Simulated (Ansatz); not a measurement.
For 1T (CdI2-type) PtSe2, PBE-D4 (Ansatz, an electronic-structure program, plane waves, PAW) gives:

| Quantity | Value |
|---|---|
| lattice constant a | 3.773 Å |
| c axis length | 4.823 Å |

**Question.** What does r²SCAN (Ansatz, PAW) give for the same quantities?

**Answer.** 
- lattice constant a: 3.717 Å (drops by 1.5 %)
- lattice parameter c: 5.831 Å (goes up by 21 %)

For comparison: lattice constant a 3.727 Å (measured, temperature not stated, no zero-point or thermal correction; as tabulated in Björkman (2014), arXiv:1406.2436); lattice parameter c 5.074 Å (measured, temperature not stated, zero-point anharmonic expansion removed (computed with revB86b-DF2); no thermal correction; as tabulated in Björkman (2014), arXiv:1406.2436).

Changes are worked out from the printed values.

Unless a cell is named, each level is at its own relaxed cell (PBE-D4 19.82, r²SCAN 23.26 Å³/atom).

Levels without +SOC leave out spin–orbit coupling, which shifts energies and cells of such heavy elements.

Caveats: for a layered or molecular solid the relaxed cell lies over 5 % above the published volume, where the minimum can be shallow (r²SCAN); the cell comes from a level without a dispersion term, which matters for the spacing of layers, chains or molecules (r²SCAN). Ansatz's density-functional and Hartree–Fock values are scalar-relativistic unless marked +SOC, with PAW data made under PBE.
